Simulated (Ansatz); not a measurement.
Born–Oppenheimer molecular dynamics of AlBH4S (7 atoms, charge 0, multiplicity 1). It starts from a relaxed structure.

These are results of Ansatz, RKS PBE0/def2-SVP, not measurements.

| Property | Result |
| --- | --- |
| ensemble | NVT, Nosé–Hoover chain |
| time step | 0.5 fs |
| steps asked | 300 |
| set temperature | 400 K |
| thermostat | time constant 50 fs, chain length 5 |
| seed | 475739 |

Frames 2.5 fs apart, positions in Å, forces in eV/Å.

Velocities at 95.0 fs (Å/ps):

```
B 4.74 0.39 4.00
S -0.99 2.84 -1.12
Al -1.24 -3.31 -0.60
H 8.85 -23.66 -13.51
H 3.21 -7.43 1.44
H 4.26 22.09 21.00
H -2.49 3.11 -0.23
```

```xyz
7
Properties=species:S:1:pos:R:3:forces:R:3 time_fs=95.0 energy_less_start_eV=0.309 T=237
B -1.444 0.187 -0.333 3.04 -0.02 -0.23
S 0.004 1.373 -0.153 -1.91 -0.36 -0.04
Al 1.378 -0.199 0.485 0.48 -0.01 0.29
H -1.180 -0.996 -0.220 -0.18 0.07 0.37
H -2.441 0.474 -0.844 -1.22 0.74 -0.15
H 1.556 -1.383 -0.515 0.03 -0.36 -0.06
H 2.305 0.024 1.779 -0.24 -0.06 -0.18
7
Properties=species:S:1:pos:R:3:forces:R:3 time_fs=97.5 energy_less_start_eV=0.318 T=227
B -1.425 0.188 -0.324 2.04 -0.55 -0.76
S -0.001 1.380 -0.156 -1.69 -0.45 0.04
Al 1.376 -0.207 0.485 0.24 0.83 0.81
H -1.164 -1.043 -0.242 -0.27 0.89 0.36
H -2.464 0.476 -0.842 -0.26 0.44 0.35
H 1.569 -1.347 -0.472 0.13 -1.11 -0.72
H 2.292 0.030 1.774 -0.19 -0.05 -0.08
7
Properties=species:S:1:pos:R:3:forces:R:3 time_fs=100.0 energy_less_start_eV=0.250 T=339
B -1.393 0.185 -0.319 0.38 -0.10 -1.22
S -0.008 1.386 -0.159 -1.26 -0.47 0.09
Al 1.373 -0.213 0.485 0.07 0.73 0.41
H -1.163 -1.042 -0.244 -0.13 0.73 0.34
H -2.502 0.504 -0.819 0.92 0.02 0.81
H 1.589 -1.372 -0.467 0.08 -0.89 -0.57
H 2.267 0.033 1.765 -0.05 -0.02 0.14
7
Properties=species:S:1:pos:R:3:forces:R:3 time_fs=102.5 energy_less_start_eV=0.135 T=522
B -1.359 0.182 -0.321 -0.50 0.79 -1.04
S -0.018 1.391 -0.162 -0.67 -0.42 0.12
Al 1.371 -0.218 0.487 0.04 -0.03 -0.49
H -1.170 -1.002 -0.225 0.14 -0.26 0.31
H -2.492 0.534 -0.751 1.02 -0.12 0.65
H 1.613 -1.447 -0.494 -0.10 0.03 0.13
H 2.239 0.035 1.763 0.07 0.00 0.31
7
Properties=species:S:1:pos:R:3:forces:R:3 time_fs=105.0 energy_less_start_eV=0.110 T=569
B -1.327 0.183 -0.328 -0.21 0.88 -0.34
S -0.029 1.396 -0.164 0.06 -0.25 0.11
Al 1.370 -0.223 0.487 0.08 -0.51 -0.95
H -1.168 -0.975 -0.187 0.30 -0.89 0.23
H -2.426 0.560 -0.645 -0.05 0.09 0.07
H 1.631 -1.522 -0.514 -0.23 0.70 0.60
H 2.215 0.037 1.780 0.06 -0.02 0.28
7
Properties=species:S:1:pos:R:3:forces:R:3 time_fs=107.5 energy_less_start_eV=0.156 T=504
B -1.296 0.189 -0.337 0.35 -0.50 0.46
S -0.040 1.400 -0.166 0.86 0.07 0.07
Al 1.368 -0.229 0.486 0.11 -0.51 -0.81
H -1.150 -0.995 -0.137 0.23 -0.17 -0.07
H -2.363 0.592 -0.533 -1.23 0.32 -0.36
H 1.636 -1.558 -0.500 -0.25 0.87 0.65
H 2.193 0.037 1.812 -0.07 -0.07 0.05
7
Properties=species:S:1:pos:R:3:forces:R:3 time_fs=110.0 energy_less_start_eV=0.184 T=465
B -1.263 0.192 -0.343 -0.94 -1.26 0.86
S -0.050 1.404 -0.168 1.61 0.47 0.03
Al 1.366 -0.236 0.483 0.05 -0.05 -0.25
H -1.118 -1.024 -0.091 0.12 0.61 -0.39
H -2.364 0.638 -0.441 -0.48 -0.19 -0.37
H 1.627 -1.545 -0.449 -0.16 0.51 0.31
H 2.167 0.033 1.847 -0.20 -0.10 -0.19
7
Properties=species:S:1:pos:R:3:forces:R:3 time_fs=112.5 energy_less_start_eV=0.287 T=309
B -1.236 0.188 -0.345 -2.46 -0.96 1.06
S -0.057 1.409 -0.170 2.10 0.76 0.00
Al 1.365 -0.243 0.479 -0.19 0.88 0.50
H -1.079 -1.022 -0.067 0.06 0.57 -0.51
H -2.392 0.673 -0.370 0.67 -0.81 -0.41
H 1.609 -1.504 -0.380 0.03 -0.36 -0.37
H 2.130 0.024 1.873 -0.22 -0.09 -0.27
7
Properties=species:S:1:pos:R:3:forces:R:3 time_fs=115.0 energy_less_start_eV=0.357 T=203
B -1.221 0.180 -0.342 -2.61 -0.16 1.05
S -0.059 1.415 -0.172 2.21 0.77 -0.04
Al 1.363 -0.248 0.476 -0.49 1.63 0.89
H -1.034 -0.988 -0.071 0.10 -0.22 -0.38
H -2.385 0.663 -0.324 0.74 -0.89 -0.48
H 1.591 -1.484 -0.333 0.17 -1.08 -0.88
H 2.080 0.009 1.883 -0.11 -0.05 -0.15
7
Properties=species:S:1:pos:R:3:forces:R:3 time_fs=117.5 energy_less_start_eV=0.265 T=348
B -1.221 0.170 -0.332 -1.25 0.21 0.89
S -0.058 1.423 -0.175 1.96 0.53 -0.07
Al 1.360 -0.250 0.475 -0.65 1.18 0.35
H -0.984 -0.968 -0.099 0.16 -0.89 -0.21
H -2.340 0.602 -0.306 -0.39 -0.41 -0.46
H 1.584 -1.522 -0.334 0.12 -0.62 -0.61
H 2.024 -0.009 1.885 0.06 0.00 0.11
7
Properties=species:S:1:pos:R:3:forces:R:3 time_fs=120.0 energy_less_start_eV=0.197 T=457
B -1.227 0.161 -0.317 0.66 -0.47 0.76
S -0.053 1.432 -0.177 1.44 0.18 -0.07
Al 1.356 -0.250 0.475 -0.67 0.13 -0.46
H -0.925 -0.994 -0.140 0.01 -0.37 -0.18
H -2.320 0.516 -0.315 -1.62 0.12 -0.36
H 1.583 -1.596 -0.369 0.00 0.39 0.03
H 1.970 -0.026 1.894 0.17 0.02 0.28
7
Properties=species:S:1:pos:R:3:forces:R:3 time_fs=122.5 energy_less_start_eV=0.144 T=543
B -1.231 0.149 -0.298 0.40 -0.72 0.46
S -0.045 1.442 -0.179 0.81 -0.19 -0.03
Al 1.350 -0.249 0.474 -0.62 -0.51 -0.75
H -0.866 -1.041 -0.192 -0.25 0.49 -0.07
H -2.382 0.433 -0.345 -0.46 -0.06 -0.20
H 1.583 -1.648 -0.405 -0.03 0.99 0.40
H 1.926 -0.043 1.917 0.16 0.00 0.19
```

Of the whole run (150 fs, mean temperature of the second half 446 K): The conserved energy stayed within 0.27 meV per atom of its start (net change 0.16 meV per atom), so the integration is sound. The mean temperature of the second half is 11 % above the set value. A run of 0.15 ps of so small a system gives no equilibrium averages.

The run took 7.7 min on 1 CPU thread of a shared host.
